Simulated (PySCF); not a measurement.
## A rate constant, worked out

An elementary step of AlH2ClO, closed shell (AlH₂ClO ([OH][AlH][Cl]) → AlHO ([OH][Al]) + HCl; Al–Cl, Al–H broken or loosened, Cl–H formed or tightened). The start structure is the reactant molecule, and the electronic barrier above it is 3.163 eV by CCSD(T) at an estimated basis limit (MP2 extrapolated from triple and quadruple zeta, plus CCSD(T) − MP2 in triple zeta). Program: PySCF 2.14 with density fitting (its default auxiliary sets; JK sets also for MP2 and CCSD(T)). Basis: def2-TZVPP and def2-QZVPP. Cores are frozen in the correlated methods. Extrapolation: Hartree–Fock as exp(−7.88 √X), correlation as X^−2.97. Harmonic wavenumbers (analytic Hessian with the translational sum rule) at PBE0-D4/def2-TZVP (PySCF 2.14 with density fitting (its default auxiliary sets; JK sets also for MP2 and CCSD(T))), in cm⁻¹:

Start: 200, 381, 488, 506, 605, 684, 885, 2014, 3958.

Saddle: 1006i, 124, 300, 349, 357, 562, 871, 1491, 3936.

Task: Work out the transition-state-theory rate constant at 600 K from these numbers alone (harmonic vibrations; rotation, path degeneracy and anharmonicity left out), and the Wigner tunnelling factor. Use 1 cm⁻¹ = 1.2398 × 10⁻⁴ eV and k_B = 8.617 × 10⁻⁵ eV/K.

Result: Zero-point energies, half the sums: start 9721/2 cm⁻¹ = 0.6026 eV; saddle, real modes only, 7990/2 cm⁻¹ = 0.4953 eV.
Barrier with zero-point energy: 3.163 + 0.4953 − 0.6026 = 3.0557 eV.
k_BT = 0.05170 eV, so the barrier is 59.10 k_BT.
Vibrational partition functions from the zero-point level, ln q = −Σ ln(1 − exp(−hν/k_BT)): start 2.820, saddle 3.608.
k = (k_BT/h) exp(ln q‡ − ln q) exp(−E0/k_BT), with log₁₀(k_BT/h in s⁻¹) = 13.10: log₁₀ k = 13.10 + (0.788 − 59.10)/2.3026 = -12.22, so k ≈ 6 × 10^(-13) s⁻¹.
Wigner factor: 1 + (hν‡/k_BT)²/24 = 1 + (2.41)²/24 = 1.24. A change of 1 kcal/mol (0.043 eV) in the barrier would change k by a factor of 2.3 at this temperature.

T1 diagnostic: at most 0.018. The restricted Hartree–Fock reference is unstable towards an unrestricted one at one or more of these structures.

Labels in which every atom is bracketed show which atoms are joined, not bond orders.

For scale, one of the runs: CCSD(T)/def2-TZVPP, 143 basis functions, launched by `OMP_NUM_THREADS=4 python run.py`. Time: 120 s of wall clock on 4 CPU threads of an AMD EPYC; the host was shared. Peak host memory: 0.8 GiB.
